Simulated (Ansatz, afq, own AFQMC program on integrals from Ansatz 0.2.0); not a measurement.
AFQMC on a folder of integrals that Ansatz 0.2.0 wrote.

```yaml
crystal:
  periodic: [false, false, false]
  atoms:
    - {symbol: B, position_ang: [0.000000, 0.000000, 0.000000]}
    - {symbol: H, position_ang: [1.215774, 0.014597, 0.003233]}
    - {symbol: H, position_ang: [-0.620523, 1.045595, -0.003567]}
    - {symbol: H, position_ang: [-0.595251, -1.060192, 0.000333]}
basis:
  gaussian: {orbitals: aug-cc-pVDZ}
total_charge: -1
magnetization: {spin_polarized: true, initial_magnetization: 1}
correlation: {method: ccsd_t, electrons: outside_noble_gas, hamiltonian_folder: ham}
```

```sh
$ ansatz run in.yaml --threads 1 --pin off --events-out ev --progress --plain --max-ram 1382MiB
```

Options of the walk:

```
--method free --trial cisd --walkers 60 --time-step 0.03 --max-blocks 80 --target-error 0.00032 --factor-cut 1e-05 --seed 5504 --times 0,0.3,0.6,1.2,1.8,2.4,3.6,4.8,6 --taylor-order 8
```

Times are imaginary, in 1/Eh. The walk had a cap of 2033 s.

Output of the walk:

```
orbitals 49  electrons 4 3  factors 396 of 479
reference energy -26.36490278 Eh
CCSD correlation -0.14011913 Eh in 11 cycles, weight of the determinant in the CISD state 0.9117
repeat  energy at the last time / Eh  error
    10  -26.509942  0.000603
    20  -26.510131  0.000531
    30  -26.510338  0.000470
    40  -26.510009  0.000402
    50  -26.509434  0.000425
    60  -26.509379  0.000364
    70  -26.509318  0.000325
    80  -26.509448  0.000305
time / (1/Eh)  energy / Eh  error  mean overlap
  0.00  -26.504848  0.000053  1.0954
  0.30  -26.507069  0.000082  1.0975
  0.60  -26.507997  0.000107  1.1023
  1.20  -26.508862  0.000123  1.0953
  1.80  -26.509198  0.000123  1.1005
  2.40  -26.508938  0.000192  1.1113
  3.60  -26.509091  0.000184  1.1297
  4.80  -26.509494  0.000280  1.1182
  6.00  -26.509448  0.000305  1.1189
energy -26.509448 +/- 0.000305 Eh
```

The run passed its tests (error under three times the target), which doesn't prove that it has relaxed.

Against this walk (error 8.3 meV) on the same determinant: CCSD(T) 26.1 meV higher, CCSDT(Q) 3.6 meV higher (within the noise). The error is statistical, and a free projection of finite length keeps a remainder of its start.

Cautions: remainder of the start not in the error.

The walk took 18 min on 1 thread of Intel(R) Xeon(R) Platinum 8223CL CPU @ 3.00GHz (Skylake/Cascade Lake) (shared host). The log's last line is the free-projection energy.

CCSDT and higher add their correlation energy to the determinant of the CCSD(T) run, since their own runs factorise the integrals more tightly (a shift of under 2 meV). A walk keeps the symmetry of its determinant, which the program's search chose and which needn't be the lowest solution, so a lower state of the same spin and another symmetry isn't excluded.
